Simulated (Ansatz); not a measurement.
A calculation with Ansatz (development build ahead of 0.2.0).

```yaml
crystal:
  periodic: [false, false, false]
  atoms:
    - { symbol: B, position_ang: [0.02135, -0.03155, -0.87531] }
    - { symbol: "N", position_ang: [-0.00756, -0.01028, 0.75343] }
    - { symbol: H, position_ang: [0.05915, -1.15257, -1.20313] }
    - { symbol: H, position_ang: [-1.05576, 0.54541, -1.29207] }
    - { symbol: H, position_ang: [0.95547, 0.54471, -1.21983] }
    - { symbol: H, position_ang: [0.06267, 0.94961, 1.11832] }
    - { symbol: H, position_ang: [-0.89323, -0.51507, 1.08139] }
    - { symbol: H, position_ang: [0.80557, -0.45205, 1.04734] }
basis:
  gaussian: { orbitals: cc-pVDZ }
hamiltonian:
  xc: hf
correlation:
  method: mp2
  frozen_orbitals: { B: 1, H: 0, "N": 1 }
```

The input is written out in the form of the current development build from the run's settings.

The run gave:

- Converged: yes
- Reference energy: -82.61097 hartree
- Correlation energy: -0.29886 hartree
- Total energy: -82.90982 hartree
- Spin squared of the determinant: 0.000
